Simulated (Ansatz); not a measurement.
**Relative stability**

Two isomers of CH2ClSi (charge -1), closed shell, relaxed at PBE0-D4/def2-TZVPD (vibrations not checked).

A:

```
5
angstrom
Si -0.3966 0.7099 -1.1283
C 0.3187 -0.1542 0.2293
Cl 2.0826 -0.3603 0.4443
H -1.8365 0.4525 -0.6115
H -0.1682 -0.6479 1.0662
```

B:

```csv
atom,x (Å),y (Å),z (Å)
C1,-0.3667,0.5046,-0.3013
Si2,-0.2018,-0.4037,1.1766
Cl3,1.4930,-1.7792,0.6856
H4,-1.1438,1.2720,-0.3462
H5,0.2193,0.4063,-1.2147
```

Computed with Ansatz 0.2.0 (basis: def2-TZVPPD); correlated methods freeze the cores. B3LYP uses VWN-RPA correlation.

**Question.** Which structure is lower at CCSD(T), and by how much? (To be estimated.)

**Answer.** The calculation gives: B, by 1.880 eV (electronic energy, against the other). By their contacts, A is CH₂ClSi ([SiH][CH][Cl]), total charge -1 and B is CH₂ClSi ([CH2][Si][Cl]), total charge -1.

All methods give the same order:

| method | E(B) − E(A) (eV) |
| --- | --- |
| PBE-D4 | -1.811 |
| r2SCAN-D4 | -1.889 |
| PBE0-D4 | -1.875 |
| B3LYP-D4 | -1.910 |
| wB97M-V | -1.962 |
| HF | -2.055 |
| MP2 | -1.946 |
| CCSD | -1.918 |
| CCSD(T) | -1.880 |

T1 diagnostic: at most 0.016. The restricted Hartree–Fock reference is unstable towards an unrestricted one at one or more of these structures.

Labels in which every atom is bracketed show which atoms are joined, not bond orders.
